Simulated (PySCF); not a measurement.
**NaS⁻: one state, many levels of theory**

State: ¹Σ⁺ (singlet), closed shell. Set-up: Na def2-SVPD, S def2-SVPD; no relativity (PySCF 2.14). De refers to Na + S⁻ in their high-spin ground configurations, without counterpoise correction. A positive dipole points towards S; it is taken about the centre of mass and depends on that origin.

```
      Level  Re (Å)  ωe (cm⁻¹)  De (eV)   μ (D)
        RHF   2.431        371      n/a  -10.36
    RHF-MP2   2.486        324      n/a     n/a
RHF-SCS-MP2   2.489        319      n/a     n/a
   RHF-CCSD   2.472        328      n/a     n/a
RHF-CCSD(T)   2.500        308      n/a     n/a
        PBE   2.448        334     1.71   -6.34
     revPBE   2.470        325     1.59   -6.27
       BP86   2.452        332     1.68   -6.44
       TPSS   2.450        336     1.69   -6.61
     r²SCAN   2.438        347     1.62   -7.00
       PBE0   2.425        352     1.44   -7.61
```

(1) What does a quarter of exact exchange do here, going from PBE to PBE0?

(2) What does second-order correlation do here, going from RHF to RHF-MP2?

(3) What does all correlation do here, going from RHF to RHF-CCSD(T)?

Correlated steps freeze 6 core orbitals. For an ion De counts to the pair picked by the measured ionisation energies or electron affinities, which need not be the lowest pair at this level. The highest Kohn–Sham level is positive in this anion. Much of that is self-interaction error, but it also means that the finite basis helps to hold the extra electron. The CCSD T1 diagnostic is raised, a sign that a single reference may not be enough here.

## Answers

(1) PBE0 less PBE: -2.3 pm in Re, +5.4 % in ωe, -0.27 eV in De. Exact exchange removes part of the self-interaction that spreads semilocal densities, and in most molecules shortens and stiffens the bond and lowers De; so it does here.

(2) RHF-MP2 less RHF: +5.5 pm in Re, -12.7 % in ωe. Correlation nearly always deepens the well. The bond lengthens, as in strong covalent bonds, where excitations into antibonding orbitals dominate.

(3) RHF-CCSD(T) less RHF: +6.9 pm in Re, -17.0 % in ωe. Correlation nearly always deepens the well. The bond lengthens, as in strong covalent bonds, where excitations into antibonding orbitals dominate.
